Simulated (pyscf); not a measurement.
This saddle point was located with ωB97X-D3(BJ)/def2-SVP in PySCF.

```xyz
8

S     -2.0268    -0.4336     0.3430
Zn     0.2729     0.0397     0.0435
S      1.5958     0.9361    -1.4387
H     -1.9341    -1.6394    -0.2555
H      0.5841     1.2569    -2.2705
Se     0.5865    -0.9940     2.3052
H     -1.0182    -0.9298     1.6702
H      0.4098     0.3134     2.9489
```
Charge 0, spin multiplicity 1.

Surface: singlet, charge 0. Lowest wavenumbers (cm⁻¹): 907i, 75, 80, 182, 209.

Question: Name the species on either side of this saddle.

Answer: `[SH][Zn][SH]` + `[SeH2]` <-> `[SH2]` + `[SH][Zn][SeH]`, a four-centre exchange read from left to right: S–Zn, H–Se broken and H–S, Se–Zn formed. At ωB97M-D3(BJ)/def2-TZVP it lies +0.24 eV from the left side and +0.41 eV from the right (each side as separated species at their lowest minima found). On the reactant side the descent ends in an adduct with a Se–Zn contact, 0.50 eV under the separated species and 0.53 eV under the saddle at ωB97X-D3(BJ)/def2-TZVP. On the product side the descent ends in an adduct with a S–Zn contact, 0.42 eV under the separated species and 0.67 eV under the saddle at ωB97X-D3(BJ)/def2-TZVP. What is counted as formed (Se–Zn) is already present as a longer contact in the reactant adduct; forming that adduct is a step of its own. What is counted as broken (S–Zn) persists as a longer contact in the product adduct; parting that adduct is a step of its own. At ωB97X-D3(BJ) the barrier from the zero used here is 0.03 eV. This is the saddle that the search found; another between the same sides may lie lower. Elements up to Kr have no core potential and no relativistic terms here.
